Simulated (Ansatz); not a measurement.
Ideal-gas functions of CH6N2, SMILES `NCN` at 400 K and 1 bar, from an Ansatz frequency run at PBE0-D4/def2-TZVP.

Molar mass 46.07 g/mol, point group C1 (symmetry number 1), electronic degeneracy 1, moments of inertia 13.855, 54.092, 60.612 u Å². Harmonic wavenumbers (cm⁻¹, unscaled): 235, 321, 468, 828, 856, 911, 1007, 1105, 1191, 1312, 1389, 1426, 1505, 1649, 1667, 3000, 3074, 3510, 3521, 3598, 3602.

Use S(trans) = R[1.5 ln M + 2.5 ln T − 1.1517]; rotational temperatures θ = 24.2544 K / I; S(rot) = R[ln(√π/σ · √(T³/θAθBθC)) + 1.5]; for each mode x = 1.438777 ν̃/T, S = R[x/(eˣ − 1) − ln(1 − e⁻ˣ)] and H = RT x/(eˣ − 1); 1 cm⁻¹ = 0.0119627 kJ/mol; R = 8.31446 J/(mol·K).

By hand: the entropy, in J/(mol·K).

Translation 162.7. Rotation: θ = 1.7506, 0.4484, 0.4002 K, giving 96.8. Vibration, mode by mode: 9.96, 7.57, 4.90, 1.76, 1.63, 1.39, 1.05, 0.79, 0.61, 0.43, 0.34, 0.30, 0.24, 0.15, 0.15, 0.00, 0.00, 0.00, 0.00, 0.00, 0.00, in all 31.3. Electronic 0.0. Sum 290.8 J/(mol·K).

By hand: H − E and G − E in kJ/mol, counted from the electronic energy.

Zero-point energy ½ × 36175 × 0.0119627 = 216.4; thermal vibration 7.9; translation, rotation and pV give 4 RT = 13.3. H − E = 237.6 kJ/mol, and G − E = 237.6 − 400 × 290.8/1000 = 121.3 kJ/mol.

Vibration gives 11 % of the entropy. The sum counts one conformer and one mirror image; others add a mixing term.
